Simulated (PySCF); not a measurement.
Gas-phase reaction: 4 vinylsilane + C4H10 (n-butane) = 4 SiH4 + 3 C4H6 (butadiene)

Method: PySCF energies plus ideal-gas RRHO corrections (1 bar). † marks an energy on the PBE0/def2-TZVP geometry and frequencies; other levels use their own. 6-31G* has spherical d functions here. All species are closed-shell singlets. B3LYP is the form with VWN-RPA correlation.

PBE0/def2-SVP† gives ΔH°(298 K) = 215 kJ.

### Question
What do B3LYP/def2-TZVP†, HF/6-31G*, HF/def2-TZVP† give?

### Answer
B3LYP/def2-TZVP†: 157 kJ; HF/6-31G*: 189 kJ; HF/def2-TZVP†: 163 kJ. For scale, ΔH°(298 K) is 215 kJ at this level, 225 kJ at ωB97M-V/def2-TZVP†, and runs from 41 to 245 kJ over the 18 levels computed.
